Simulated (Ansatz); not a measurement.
A calculation with Ansatz (development build ahead of 0.2.0).

```yaml
crystal:
  periodic: [false, false, false]
  atoms:
    - { symbol: Mg, position_ang: [0.0, 0.0, 0.0] }
    - { symbol: Si, position_ang: [0.81591, 1.08788, 2.35533] }
basis:
  gaussian: { orbitals: STO-3G }
hamiltonian:
  xc: hf
correlation:
  method: fci
  frozen_orbitals: { Mg: 1, Si: 5 }
```

The input is written out in the form of the current development build from the run's settings.

Output:

* Converged: yes
* Total energy: -482.52413 hartree
* State: lowest singlet root, of any spatial symmetry
